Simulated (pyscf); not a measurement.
# Four-centre exchange: HO–AsH₂ + AsH₃ -> H₂As–O–AsH₂ + H₂

Gas phase, singlet surface, charge 0. Bonds broken: O2–H5, As6–H7. Bonds formed: O2–As6, H5–H7. Optimised with ωB97X-D3(BJ)/def2-SVP in PySCF.

Transition state (Å):

```xyz
9

As     0.4040     0.7700    -1.1950
O     -0.7879    -0.2165    -0.2209
H      1.2436     1.2525    -0.0159
H     -0.4226     2.0452    -1.1904
H     -0.6556    -1.2817     0.0652
As    -1.2603    -0.1122     1.7556
H     -0.8141    -1.8889     1.0281
H      0.1106    -0.2453     2.4038
H     -0.9757     1.3853     1.4265
```

One imaginary mode, 1311i cm⁻¹; descent along it reached the two sides named.

```
bond    change  reactant side (Å)  saddle  product side
------  ------  -----------------  ------  ------------
O2–H5   breaks              0.964   1.111         2.451
As6–H7  breaks              1.525   1.971           4.0
O2–As6   forms                3.0   2.035         1.792
H5–H7    forms                3.0   1.149         0.762
```

Electronic energies relative to the separated reactants (kcal/mol):

```
level                   barrier  reaction energy  reverse barrier
----------------------  -------  ---------------  ---------------
ωB97X-D3(BJ)/def2-TZVP     56.4             +6.6             49.8
PBE/def2-TZVP              48.6             +9.9             38.7
r²SCAN/def2-TZVP           52.2             +9.1             43.2
B3LYP-D3(BJ)/def2-TZVP     52.7             +7.7             45.1
PBE0-D3(BJ)/def2-TZVP      53.0            +10.1             42.9
M06-2X/def2-TZVP           55.4             +6.0             49.5
ωB97M-D3(BJ)/def2-TZVP     56.7             +9.6             47.1
HF/def2-TZVP               78.6            +13.0             65.6
```

With ωB97M-D3(BJ)/def2-TZVP energies and thermal terms (ideal gas, 1 atm, RRHO with modes under 100 cm⁻¹ raised to 100, one conformer, R ln 2 for rigid chiral ones), in kcal/mol:

| T (K) | ΔH‡ | ΔG‡ | ΔH | ΔG |
|---|---|---|---|---|
| 298 | 54.1 | 64.5 | +6.9 | +9.7 |
| 600 | 54.5 | 75.0 | +8.1 | +12.1 |
| 900 | 55.3 | 85.0 | +9.0 | +13.9 |
| 1200 | 56.2 | 94.8 | +9.7 | +15.5 |

The same reactants have a lower exit, to H₂As–AsH₂ + H₂O (barrier +37.0 kcal/mol at ωB97M-D3(BJ), against +56.7 kcal/mol here). H₂As–O–AsH₂ lies 11.8 kcal/mol over its isomer HO–AsH–AsH₂, and others may lie lower still (electronic energy, ωB97M-D3(BJ)). This is the saddle that the search found; another between the same sides may lie lower. Elements up to Kr have no core potential and no relativistic terms here.
